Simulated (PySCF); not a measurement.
CH5AlO.
Structure used (PBE0-D3(BJ)/def2-SVP), in Å, numbered top down from 1:
```
atom  x, y, z in Å
C1    -1.3927   -0.2775    0.1397
O2    -0.2416    0.4393   -0.1541
Al3    1.4309    0.2042   -0.3136
H4    -1.1904   -1.3347    0.3976
H5    -2.0863   -0.2714   -0.7201
H6    -1.9270    0.1784    0.9920
H7     2.0385   -1.2456   -0.0835
H8     2.2738    1.4867   -0.6902
```

The calculation used PySCF 2.14.0, PBE0-D3(BJ)/def2-SVP geometry optimisation, gas phase.

Which atoms are bound to Al3, and at what distances?

3 atoms: H8 1.580 Å, H7 1.589 Å, O2 1.696 Å. The nearest atom not counted as bound is C1, at 2.90 Å.

List the angles at Al3.

| angle | degrees | distance of the outer atoms (Å) |
| --- | --- | --- |
| H7–Al3–H8 | 124.8 | 2.81 |
| O2–Al3–H7 | 119.3 | 2.84 |
| O2–Al3–H8 | 115.8 | 2.78 |

What is the shape at Al3?

Planar: angles 124.8°, 119.3° and 115.8°, sum 360.0°, 0.00 Å off the plane of its three neighbours.

What are the other bond lengths?

C1–O2 1.387 Å; C1–H4, C1–H5, C1–H6 1.105 Å.

Give some angles away from the centre.

C1–O2–Al3 140.0°.

What are the rotational constants (commonest isotopes, rigid rotor)?

A = 49944, B = 5119, C = 4783 MHz: a near-prolate asymmetric top.

Point group: near Cs, missed by 0.09 Å at most; the miss may be what the optimiser left on a soft mode. Charge 0, singlet. No PBE0-D3(BJ)/def2-SVP frequencies stand behind this structure, so it isn't proved a minimum.

One conformer stands for the species.
